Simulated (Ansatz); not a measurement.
```yaml
crystal:
  periodic: [false, false, false]
  atoms:
    - {symbol: N, position_ang: [-0.569662, 0.103164, -0.310024]}
    - {symbol: B, position_ang: [0.175468, 0.096305, 0.118256]}
    - {symbol: O, position_ang: [0.615335, -0.698705, 0.134496]}
    - {symbol: H, position_ang: [-0.929289, -0.381702, -0.635184]}
    - {symbol: H, position_ang: [-0.920846, 0.591134, -0.285643]}
    - {symbol: H, position_ang: [0.417893, 0.808854, 0.516004]}
    - {symbol: H, position_ang: [1.115127, -0.544114, 0.458001]}
basis:
  gaussian: {orbitals: cc-pVTZ, nuclear_model: gaussian}
total_charge: -1
magnetization: {spin_polarized: true, initial_magnetization: 1}
hamiltonian: {xc: {name: B97M-V}}
scf: {lower_state_search: light}
```

```sh
$ ansatz run in.yaml --threads 2 --pin off --events-out ev --progress --plain --max-ram 32768MiB --backend cpu
```

Output, abridged:

```
Functional definition: B97M-V
794 factors; their error is unknown
mean field evaluation 1: about -4198.2876 eV, gradient 8.1e1 eV
mean field evaluation 2: about -4136.5881 eV, gradient 1.4e2 eV
mean field evaluation 4: about -4215.5506 eV, gradient 1.3e1 eV
mean field evaluation 8: about -4216.6744 eV, gradient 2.3e0 eV
mean field evaluation 16: about -4216.8144 eV, gradient 5.4e-2 eV
mean field -4216.80126738 eV, -154.9645883258 hartree, gradient 2.1e-5 eV, S^2 0.750554; 7 other end points of the search recorded, 0 dependent functions left out
reference -4216.80131619 eV, -154.9645901194 hartree; 13, 12 occupied and 133, 134 virtual orbitals, 794 factors
Total energy: -4216.80131619 eV, -154.9645901194 hartree
```

In this input the geometry is squeezed to about two thirds of its size. Self-consistency was reached. The result belongs to that input, not to the molecule as meant.
